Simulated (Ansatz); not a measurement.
## Ba (bcc): energy against volume

All numbers below come from DFT, LDA (PW92), plane waves (420 eV) with PAW, scalar-relativistic in Ansatz. The PAW files were generated under PBE, with cores re-solved for the functional.

The cell is scaled uniformly from the relaxed one, with fractional coordinates and shape fixed. Energies are extrapolated to zero smearing, pressures are those at the given smearing. Magnetic state: spin not included.

A Birch-Murnaghan fit gives V₀ = 53.73 Å³/atom, B₀ = 10.2 GPa, B₀′ = 2.6.

(1) What are the energy above the minimum and the pressure at 47.391 Å³/atom?

(2) What are the energy above the minimum and the pressure at 49.545 Å³/atom?

(3) What are the energy above the minimum and the pressure at 56.007 Å³/atom?

## Answers

(1) 27.6 meV/atom and 1.52 GPa as computed.

(2) 11.4 meV/atom and 0.94 GPa as computed.

(3) 2.9 meV/atom and -0.37 GPa as computed.
